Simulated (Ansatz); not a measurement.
The same path of AlH₆N (8 atoms, charge 0, multiplicity 1) was run twice with different band settings. Lost on the way: Al1–H2, N5–H8. Made: H2–H8.

Method: RKS PBE-D4/def2-mTZVP (Ansatz).

Relaxed end points:

```xyz
8
Properties=species:S:1:pos:R:3
Al 0.020 -0.037 0.161
H 0.175 0.806 1.530
H 1.308 -0.133 -0.809
H -1.441 -0.087 -0.526
N 0.070 -1.962 0.958
H -0.067 -2.675 0.234
H 0.967 -2.159 1.414
H -0.664 -2.099 1.661
```

```xyz
8
Properties=species:S:1:pos:R:3
Al 0.106 -0.710 -0.461
H -0.473 0.565 2.717
H 1.406 0.207 -0.585
H -1.349 -0.318 -0.987
N 0.296 -2.305 0.319
H -0.454 -2.981 0.454
H 1.170 -2.672 0.691
H -0.334 -0.133 2.474
```

Common settings: movable images 7; climbing image yes; optimiser quadratic models (default); start path through a guess of the saddle point; force threshold 0.05 eV/Å; iteration limit 60; end points relaxed.

| run | spring |
| --- | --- |
| 1 | 5.0 eV/Å² |
| 2 | 0.5 eV/Å² |

Q: What does each run give, and how far can it be trusted?

A: Run 1: converged after 24 iterations, highest image 1.289 eV above the first end. The profile has 2 maxima (images 1, 4) with wells between them (image 2): this band takes more than one step, which may be the mechanism or a detour left from its start path. Neighbouring images differ by up to 1.3 eV, so the band resolves the path poorly. A vibrational analysis at the climbing image gives one clearly imaginary mode, 1171i cm⁻¹: a first-order saddle point.
Run 2: converged after 17 iterations, highest image 1.289 eV above the first end. Another band between the same ends (7 images) ends at a top of the same energy, where a vibrational analysis finds 1 clearly imaginary mode.
The orbitals stay closed-shell, which can raise the energy where a bond breaks towards radicals; this wasn't checked here.
